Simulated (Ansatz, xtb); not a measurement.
## Loss of C2H2: C3H2O2 → CO2 + C2H2

Species: C3H2O2 (propiolic acid) `C#CC(=O)O`, singlet; CO2 (carbon dioxide) `O=C=O`, singlet; C2H2 (acetylene) `C#C`, singlet. 

Shapes, held fixed at every level: PBE0-D4/def2-TZVP. Flexible molecules stand in one conformer, not always the lowest. Programs: Ansatz 0.2.0, xtb 6.7.1. The zero-point and thermal change to 298 K, harmonic and unscaled (PBE0-D4/def2-TZVP), is -8.3 kJ/mol.

| level | kind | ΔH(298 K) (kJ/mol) | less CCSD(T)/CBS estimate |
| --- | --- | --- | --- |
| GFN0-xTB | semi-empirical | -115.4 | -73.2 |
| HF/def2-TZVPP | Hartree–Fock | -72.7 | -30.5 |
| PBE-D4/def2-TZVPP | GGA | -32.3 | +9.9 |
| BHLYP-D4/def2-TZVPP | global hybrid | -38.3 | +3.9 |
| r2SCAN0-D4/def2-TZVPP | global hybrid | -31.6 | +10.6 |
| wB97X-V/def2-TZVPP | range-separated hybrid | -37.7 | +4.5 |
| MP2/def2-SVP | perturbation theory | -57.8 | -15.6 |
| CCSD/def2-SVP | coupled cluster or CI | -49.6 | -7.4 |
| CCSD(T)/CBS estimate | coupled cluster or CI | -42.2 | 0.0 |

The highest level, CCSD(T)/CBS estimate, gives ΔH(298 K) = -42.2 kJ/mol; the levels span -115.4 to -31.6. GFN0-xTB strays far from the other rows. The column of differences is taken from that level and isn't an error. No measured value is set beside it here. The CBS estimate extrapolates MP2 from def2-TZVPP and def2-QZVPP and adds CCSD(T) − MP2 in the triple-zeta set, cores frozen.
